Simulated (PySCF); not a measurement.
**Electric field gradients and quadrupole coupling constants**

C5H5N.
Cartesian coordinates in Å at the PBE0-D3(BJ)/def2-SVP level; atoms count from 1:
```
atom  x, y, z in Å
C1    -1.175    1.873   -0.203
C2    -0.814    0.720   -0.098
C3    -0.334   -0.631    0.025
C4    -1.181   -1.677    0.047
N5     1.043   -0.894    0.129
C6     1.882    0.058    0.118
H7    -1.512    2.889   -0.295
H8    -0.767   -2.683    0.142
H9    -2.261   -1.539   -0.028
H10    2.949   -0.183    0.200
H11    1.602    1.124    0.029
```

Field gradients from the PBE0/pcSseg-1 density (PySCF, non-relativistic), principal values in atomic units, ordered |Vxx| ≤ |Vyy| ≤ |Vzz|:

```tsv
atom	Vxx	Vyy	Vzz
N5	0.3745	0.7646	-1.1391
```

**Question.** Find the asymmetry η = (Vxx − Vyy)/Vzz and the couplings χ = eQV/h (234.96 MHz × Q in barn × V in au), with Q(14N) = 0.02044 b.

**Answer.** 
```csv
atom,environment,nucleus,η,χzz (MHz),χxx (MHz),χyy (MHz)
N5,imine nitrogen,14N,0.34,-5.47,1.80,3.67
```

The tensor is traceless: Vxx + Vyy + Vzz = 0.

**Question.** What is Vzz at N5 in SI units (1 au = 9.71736 × 10²¹ V/m²)?

**Answer.** -1.1391 au = -11.069 × 10²¹ V/m².

**Question.** And the gradient at the other heavy atoms, for which no coupling is worked out here?

**Answer.** 
```tsv
atom	environment	Vzz (au)	η
C1	terminal alkyne carbon	-0.281	0.08
C2	alkyne carbon	-0.284	0.02
C3	vinylic carbon bearing nitrogen	-0.261	0.11
C4	terminal =CH2 carbon	0.363	0.14
C6	imine carbon	0.407	0.14
```

**Question.** What couplings would deuterons (Q(2H) = 0.00286 b) have in place of the hydrogens, at this geometry?

**Answer.** 
```json
{"atom": "H7", "bonded to": "C1", "bond length (Å)": "1.074", "Vzz (au)": "0.3419", "η": "0.01", "χzz (kHz)": "230"}
{"atom": "H8", "bonded to": "C4", "bond length (Å)": "1.092", "Vzz (au)": "0.3059", "η": "0.03", "χzz (kHz)": "206"}
{"atom": "H9", "bonded to": "C4", "bond length (Å)": "1.091", "Vzz (au)": "0.3076", "η": "0.05", "χzz (kHz)": "207"}
{"atom": "H10", "bonded to": "C6", "bond length (Å)": "1.098", "Vzz (au)": "0.2909", "η": "0.03", "χzz (kHz)": "195"}
{"atom": "H11", "bonded to": "C6", "bond length (Å)": "1.105", "Vzz (au)": "0.2713", "η": "0.06", "χzz (kHz)": "182"}
```

The structure is a single PBE0-D3(BJ)/def2-SVP conformer in the gas phase; no vibrational or solvent corrections. The small basis limits the accuracy of the gradients.
